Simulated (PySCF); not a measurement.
How far each method lies from full CI for SiC, triplet

Geometry: a PBE0/def2-TZVP stationary point for this spin.

```csv
atom,x (Å),y (Å),z (Å)
Si,0.0000,0.0000,0.0000
C,0.0000,0.0000,1.7100
```

Basis 6-31G; PySCF 2.14.0. Correlated methods freeze the noble-gas cores, which leaves 8 electrons in 16 orbitals. R marks a restricted (for open shells ROHF) determinant, U an unrestricted one.

Full CI is exact within this basis and frozen core; it isn't the basis-set limit. The frozen core follows each run's orbitals, which can shift R against U totals by a few meV.

Unrestricted rows (U) aren't spin-pure: their determinants' ⟨S²⟩ exceeds S(S+1) by up to 0.55, so they mix in states of higher spin.

The UHF ⟨S²⟩ is 2.547. The T1 diagnostic (ROHF- or RHF-based CCSD) is 0.0597. The largest doubles amplitude (ROHF- or RHF-based CCSD) is 0.166 and the T1 diagnostic (UCCSD) is 0.0966.

```json
{"level": "RHF", "E − E(full CI) (meV)": "3841", "share of correlation (%)": "0.00", "wall time": "–"}
{"level": "UHF", "E − E(full CI) (meV)": "3138", "share of correlation (%)": "18.30", "wall time": "–"}
{"level": "RMP2", "E − E(full CI) (meV)": "904", "share of correlation (%)": "76.47", "wall time": "–"}
{"level": "UMP2", "E − E(full CI) (meV)": "1249", "share of correlation (%)": "67.49", "wall time": "–"}
{"level": "RCCSD", "E − E(full CI) (meV)": "204", "share of correlation (%)": "94.68", "wall time": "–"}
{"level": "UCCSD", "E − E(full CI) (meV)": "187", "share of correlation (%)": "95.13", "wall time": "–"}
{"level": "RCCSD(T)", "E − E(full CI) (meV)": "61", "share of correlation (%)": "98.41", "wall time": "0.27 s"}
{"level": "UCCSD(T)", "E − E(full CI) (meV)": "74", "share of correlation (%)": "98.07", "wall time": "0.19 s"}
{"level": "RCCSDT", "E − E(full CI) (meV)": "31", "share of correlation (%)": "99.19", "wall time": "3 s"}
{"level": "UCCSDT", "E − E(full CI) (meV)": "31", "share of correlation (%)": "99.20", "wall time": "3.5 s"}
```

The correlation energy at full CI, counted from RHF, is -3.841 eV. The search over symmetries took 44 s on 1 thread of Arm Neoverse V2, shared host; the state has 611,520 determinants.

Times are those of the correlated step on a shared host, with one SCF added for the restricted CCSD run; they ran on 1 thread of Arm Neoverse V2.

The full-CI state has the irrep B2 of C2v, in the program's axes (one component, if the state is degenerate).

Natural occupations of full CI about the gap: 1.972 1.913 1.857 1.015 0.968 0.143 0.065 0.029 0.009 0.007; effectively unpaired electrons, Σ n²(2−n)², 2.19.

Atomization energy (electronic, same basis, no zero-point term; atoms at the same level, unrestricted beside the R rows where the molecule is a closed shell; the atoms' step beyond CCSDT comes from their full CI) at full CI: 317.1 kJ/mol. Errors of other levels:

| level | error (kJ/mol) |
| --- | --- |
| RHF | -207.7 |
| UHF | -142.5 |
| RMP2 | -25.7 |
| UMP2 | -59.8 |
| RCCSD | -18.0 |
| UCCSD | -16.4 |
| RCCSD(T) | -5.4 |
| UCCSD(T) | -6.7 |
| RCCSDT | -3.0 |
| UCCSDT | -3.0 |

This basis is far from its limit, so the value isn't to be set against a measured one.
